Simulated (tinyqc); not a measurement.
Ways to converge the cycle: SCF convergence aids in the sto-3g basis, for H2O, spin multiplicity 1. Computed by the program tinyqc with PySCF. 

Geometry (angstrom):

| atom | x | y | z |
|---|---|---|---|
| O | 0.0000 | 0.0000 | 0.0000 |
| H | 0.0000 | 0.7070 | 0.6260 |
| H | 0.0000 | -0.7070 | 0.6260 |

lowest restricted solution found by these runs and by PySCF = -74.960141 hartree

RHF with one setting changed at a time; a run stops when the energy changes by less than 1e-09 hartree and the error matrix is below 1e-5. The start is the core Hamiltonian. Damping d keeps d of the old density; a shift (hartree) raises the virtual levels; DIIS n extrapolates F over n matrices.

Largest element of the error matrix X^T (FDS - SDF) X:

| iteration | plain | damping 0.3 | damping 0.6 | shift 0.4 | DIIS 3 | DIIS 8 |
|---|---|---|---|---|---|---|
| 1 | 6.8e-01 | 6.8e-01 | 6.8e-01 | 6.8e-01 | 6.8e-01 | 6.8e-01 |
| 2 | 1.1e-01 | 2.1e-01 | 4.5e-01 | 2.7e-01 | 1.1e-01 | 1.1e-01 |
| 3 | 2.4e-02 | 8.1e-02 | 2.8e-01 | 4.6e-02 | 2.7e-02 | 2.7e-02 |
| 4 | 8.0e-03 | 3.3e-02 | 1.6e-01 | 7.3e-03 | 3.3e-03 | 3.3e-03 |
| 5 | 2.9e-03 | 1.4e-02 | 1.0e-01 | 2.0e-03 | 1.2e-03 | 7.9e-04 |
| 6 | 1.1e-03 | 7.1e-03 | 6.5e-02 | 1.0e-03 | 8.9e-05 | 9.4e-05 |
| 8 | 1.9e-04 | 2.2e-03 | 2.8e-02 | 2.9e-04 | 1.3e-07 | 6.5e-08 |
| 10 | 3.3e-05 | 7.0e-04 | 1.2e-02 | 8.7e-05 | - | - |
| 14 | - | 7.7e-05 | 2.6e-03 | 8.9e-06 | - | - |
| 20 | - | 3.3e-06 | 4.6e-04 | - | - | - |
| 30 | - | - | 2.8e-05 | - | - | - |

How each run ends:

| run | iterations | E (hartree) | state |
|---|---|---|---|
| plain | 12 | -74.960141 | lowest found |
| damping 0.3 | 20 | -74.960141 | lowest found |
| damping 0.6 | 43 | -74.960141 | lowest found |
| shift 0.4 | 14 | -74.960141 | lowest found |
| DIIS 3 | 8 | -74.960141 | lowest found |
| DIIS 8 | 8 | -74.960141 | lowest found |

6 of 6 runs reach the lowest restricted solution found, in 8 to 43 iterations (fastest: DIIS 3, DIIS 8). Plain steps already contract here, so damping only slows them. DIIS 3 and DIIS 8 gain by cancelling the error over several earlier matrices, much as a quasi-Newton step does.
